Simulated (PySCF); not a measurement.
Which determinant of F2 lies lowest?

Unrestricted PBE0; PySCF, spin-free X2C with a Gaussian nucleus, basis sets F x2c-TZVPPall. Outer shells of the fragments: F 2s2 2p5; F 2s2 2p5.

Followed along the bond (rough minima from three points):

```tsv
2Ms+1	unpaired	⟨S²⟩ at the start	R at minimum (Å)	Te (eV)
1	none	0.00	1.38	0.00
3	σ ↑, π ↑	2.01	none in the scan	≤ 2.73
```

Solutions found at the starting distance of 1.230 Å, counted from the lowest of them; the search is not exhaustive and high or unbound solutions are not listed, so other states can lie among these:

```tsv
2Ms+1	unpaired	term	E (eV)	⟨S²⟩	⟨Lz²⟩
1	none	¹Σ⁺	0.00	0.00	0.00
3	σ ↑, π ↑	³Π	6.18	2.01	1.00
```

A term symbol is given only where ⟨S²⟩ and ⟨Lz²⟩ are close to those of a pure state; real π, δ and φ orbitals otherwise mix terms, and g/u labels are left off.

Counting both spins, an empty level lies below a filled one in some of these solutions, because spin and occupation are held.
